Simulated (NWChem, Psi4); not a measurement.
**Exact exchange and the dipole moment of CH2AlN**

CH2AlN: 5 atoms, total charge 0, spin state singlet. As SMILES, `N#[C][AlH2]`. The coordinates come from a PBE0-D4/def2-TZVP relaxation.

The dipole moment y, in D, basis aug-cc-pVDZ; a is the functional's share of exact exchange. Programs: NWChem 7.3.0, Psi4 1.11.

```
functional  program     a  y (D)
    revPBE     Psi4     0   3.30
       PBE   NWChem     0   3.34
     B3LYP     Psi4   0.2   3.46
      PBE0     Psi4  0.25      ?
     BHLYP     Psi4   0.5   3.58
```

Question: Fit y = c + s·a to the known rows and predict PBE0.

Answer: 
1. Means of the 4 rows: a = 0.1750, y = 3.420.
2. Σ(Δa)² = 0.1675, Σ(Δa·Δy) = 0.088, so the slope is 0.088/0.1675 = 0.52537.
3. Intercept: 3.420 − (0.52537) × 0.1750 = 3.328. The largest residual of the fit is 0.028.
4. PBE0: 3.328 + (0.52537) × 0.25 = 3.46 D.

The run gave 3.45 D, so the prediction is off by +0.01 D, within the largest residual. More exact exchange makes the molecule more polar here. The rows mix families of semi-local functionals, which the line can't see.
